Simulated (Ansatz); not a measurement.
Consider the substitution at a C–O bond: `COC=S` + `OCS` → `S=COCS` + CH₃OH.

Gas-phase electronic energies from Ansatz, PBE0-D4/def2-TZVP geometries. CCSD(T)/CBS adds triple-zeta CCSD(T) − MP2 to the extrapolated MP2 energy (def2 sets, frozen cores). This one scheme is used for every species. Functionals use def2-TZVPP. One conformer a species, not always the lowest.

```tsv
level	ΔE (kJ/mol)	difference from CCSD(T)/CBS
PBE-D4	-2.1	0.5
r2SCAN-D4	-1.6	1.0
ωB97X-V	-1.1	1.5
B2PLYP	-1.2	1.4
r2SCAN	-0.8	1.8
PBE0	0.3	2.9
HF/def2-TZVPP	2.5	5.1
MP2/def2-TZVPP	-4.3	-1.7
SCS-MP2/def2-TZVPP	-3.2	-0.6
CCSD(T)/def2-TZVPP	-3.2	-0.6
HF/def2-QZVPP	3.1	5.7
MP2/def2-QZVPP	-3.8	-1.2
SCS-MP2/def2-QZVPP	-2.7	-0.1
HF/CBS(def2)	3.2	5.8
MP2/CBS(def2)	-3.7	-1.1
CCSD/CBS(def2)	-1.4	1.2
CCSD(T)/CBS	-2.6	0
```

Largest T1 diagnostic among the species: 0.017.

In def2-TZVPP, CCSD(T) changes the Hartree–Fock value by −5.7 kJ/mol (the triples alone add −1.2 kJ/mol) and MP2 by −6.8 kJ/mol. The D4 term adds −3.2 kJ/mol with B3LYP and −2.0 kJ/mol with PBE0; it sums over pairs of atoms, weighted by their polarisabilities, and B3LYP, whose exchange is more repulsive, gets the larger term.

B3LYP here is the variant with VWN-RPA as its local correlation; programs differ in this.
